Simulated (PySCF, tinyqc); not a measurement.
FCI on RHF in the sto-3g basis, for OH-, spin multiplicity 1, step by step. The basis has no diffuse functions, so it cannot describe the extra electron: this is an exercise in the method, not the real anion. The lowest restricted solution is unstable here: a spin-polarised one lies 0.0189 hartree lower (PySCF). One step of it, computed by the program tinyqc.

Task: Orthogonalisation. S = U s U^T; symmetric (Loewdin) form X = U s^(-1/2) U^T, so that X^T S X = 1.

overlap S, lower triangle:
```
           1O 1s     1O 2s    1O 2px    1O 2py    1O 2pz     2H 1s
1O 1s   1.000000
1O 2s   0.236704  1.000000
1O 2px  0.000000  0.000000  1.000000
1O 2py  0.000000  0.000000  0.000000  1.000000
1O 2pz  0.000000  0.000000  0.000000  0.000000  1.000000
2H 1s   0.008681  0.122470  0.000000  0.000000  0.128908  1.000000
```

Give: eigenvalues of S; X.

Result:

eigenvalues of S: 0.7296  0.8847  1.0000  1.0000  1.1073  1.2784

X, lower triangle:
```
          1O 1s    1O 2s  1O 2px  1O 2py   1O 2pz   2H 1s
1O 1s    1.0220
1O 2s   -0.1235   1.0280
1O 2px   0.0000   0.0000  1.0000
1O 2py   0.0000   0.0000  0.0000  1.0000
1O 2pz  -0.0008   0.0062  0.0000  0.0000   1.0064
2H 1s    0.0070  -0.0640  0.0000  0.0000  -0.0658  1.0122
```
